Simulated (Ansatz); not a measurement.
Solid bromine

Method: PBE0-D4 (Ansatz, a quantum-chemistry and plane-wave program, plane waves, PAW).

Run with plane-wave cutoff 500 eV, 4×4×2 k mesh (along the axes of the cell as run), gaussian smearing 0.02 eV, scalar-relativistic PAW data made under PBE.

Cell (relaxed at this level):

```xyz
4
Lattice="2.1595 -3.3734 0.0000 2.1595 3.3734 0.0000 0.0000 0.0000 8.6775" Properties=species:S:1:pos:R:3 pbc="T T T"
Br     3.7223     0.0000     7.6919
Br     2.7562     0.0000     3.3532
Br     1.5628     0.0000     5.3243
Br     0.5967     0.0000     0.9856
```

- volume per atom: 31.61 Å³/atom
- lattice parameter a: 6.747 Å
- lattice parameter b: 4.319 Å
- lattice parameter c: 8.677 Å
